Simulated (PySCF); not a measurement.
Molecule: `InChI=1S/C4H8O2/c1-2-3-4(5)6/h2-3H2,1H3,(H,5,6)/p-1`.

Structure with atom numbers: `[CH3:1][CH2:2][CH2:3][C:4](=[O:5])[O-:6]`; H(Xn) means a hydrogen on atom n.

Geometry PBE0-D3(BJ)/def2-SVP throughout; GIAO in PySCF, gas phase, one conformer, non-relativistic; equivalent atoms averaged; basis pcSseg-1.

**Question.** How do the absolute shieldings σ depend on the functional? (ppm; last column core-seconds on shared hosts with different chips, so compare them loosely; the GGAs took longer than the global hybrids here, which isn't the general rule, and the cause wasn't traced)

**Answer.** 
```csv
functional,kind,C4,C3,C2,C1,O5/O6,H(C3),H(C1),H(C2),core-s
HF,Hartree–Fock,12.6,152.8,169.7,173.7,27.9,30.45,30.67,30.68,3.7
LDA,LDA,10.4,138.5,157.3,164.3,-22.4,29.24,29.90,29.60,10
PBE,GGA,14.8,138.8,155.3,162.4,-13.1,29.68,30.25,29.97,14
BLYP,GGA,8.5,132.6,149.1,156.8,-15.6,29.84,30.37,30.11,13
BP86,GGA,14.2,138.7,155.0,161.9,-11.8,29.74,30.30,30.05,15
OPBE,GGA,26.8,146.6,161.5,167.8,-0.5,29.76,30.30,30.01,14
KT2,GGA,24.8,143.8,158.7,165.7,3.5,29.73,30.25,29.98,19
KT3,GGA,25.9,143.0,157.1,164.3,6.3,29.90,30.38,30.10,19
B97-D,GGA,17.2,138.6,153.8,160.8,-1.9,29.90,30.41,30.16,18
B3LYP,global hybrid,8.1,137.4,154.1,161.1,-9.8,29.96,30.40,30.21,11
PBE0,global hybrid,14.0,144.1,160.9,167.0,-5.6,29.87,30.31,30.13,11
mPW1PW91,global hybrid,12.9,143.3,160.0,166.0,-6.2,29.93,30.36,30.19,11
WP04,global hybrid,0.6,131.1,146.4,153.5,-12.5,30.23,30.62,30.46,11
B97-2,global hybrid,16.5,143.9,159.7,165.9,0.4,29.98,30.40,30.22,11
BHandHLYP,global hybrid,8.0,143.3,160.5,166.3,1.8,30.12,30.46,30.35,10
CAM-B3LYP,range-separated hybrid,7.5,140.8,158.6,165.0,-3.6,29.96,30.35,30.21,14
wB97X-D,range-separated hybrid,12.8,144.1,161.3,167.0,-0.6,30.02,30.41,30.30,14
LC-wPBE,range-separated hybrid,12.5,148.9,167.2,172.2,6.7,30.02,30.39,30.31,21
```

**Question.** Which nucleus moves most, in ppm?

**Answer.** O5/O6 (carboxylate oxygen): from -22.4 ppm with LDA to 27.9 ppm with HF. The smallest spread is 0.77 ppm, at H(C1). Proton shifts span only some 12 ppm, so a few tenths of a ppm matter as much there as several ppm in carbon.
